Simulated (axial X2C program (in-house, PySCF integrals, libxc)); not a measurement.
Low determinants of NH at the PBE0 level, two-component

Computed with an in-house relativistic program for diatomic molecules. Two-component (2c) means X2C with spin–orbit coupling and atomic mean-field two-electron Coulomb and Gaunt terms. Basis: N dyall-av3z [7s7p3d2f], H dyall-v3z [6s2p1d] (cores contracted in-house); Gaussian nuclei, density fitting, unrestricted open shells. Masses: N 14.003 u, H 1.008 u.

Search at 1.030 Å (vertical energies from the lowest determinant):

```json
{"ΔE (eV)": "0.00", "state": "Ω = 1", "electrons beyond evenly filled partner blocks": "ω = -1/2, ω = 3/2", "electrons in ±ω = 1/2, 3/2, 5/2, 7/2": "7 1 0 0"}
{"ΔE (eV)": "1.76", "state": "Ω = 0", "electrons beyond evenly filled partner blocks": "none", "electrons in ±ω = 1/2, 3/2, 5/2, 7/2": "8 0 0 0"}
{"ΔE (eV)": "1.76", "state": "Ω = 2", "electrons beyond evenly filled partner blocks": "ω = 1/2, ω = 3/2", "electrons in ±ω = 1/2, 3/2, 5/2, 7/2": "7 1 0 0"}
{"ΔE (eV)": "1.77", "state": "Ω = 0", "electrons beyond evenly filled partner blocks": "none", "electrons in ±ω = 1/2, 3/2, 5/2, 7/2": "6 2 0 0"}
```

Lowest determinant, Ω = 1 (⟨Sz⟩ = 1.00, ⟨Lz⟩ = 0.00 at PBE0): Re = 1.038 Å, ωe = 3312.8 cm⁻¹.

The determinant in row 2 of the search, Ω = 0 (closed shell), was followed along the bond at PBE0; measured from the minimum of the lowest determinant it gives:

Te = 1.756 eV (14163 cm⁻¹), Re = 1.038 Å, ωe = 3333.5 cm⁻¹.

**Question.** Compare the bond of the determinant in row 2 with that of the lowest one.

**Answer.** At PBE0 its Re is the same within 0.001 Å and its force constant, which goes as ωe², is 1.01 times that of the lowest determinant. T0 ≈ Te + Δωe/2 = 14163 + (10) = 14173 cm⁻¹.

The search compares states at one distance, so a state with another bond length can lie lower; it is not exhaustive and yields mostly the lowest determinant of each block pattern, so other components and higher states of one pattern are missing. These are energies of single determinants, not of spin-adapted states; PBE0 term energies can be off by some tenths of an eV, and the functional has no current term. Open-shell Ω = 0 determinants with evenly filled partner blocks cannot be reached by this program, so the Ω shown need not be the lowest component. A closed-shell Ω = 0 row of a π² shell mixes the 0⁺ component of the triplet with ¹Σ⁺ and matches no level; 0⁺ can lie lowest.
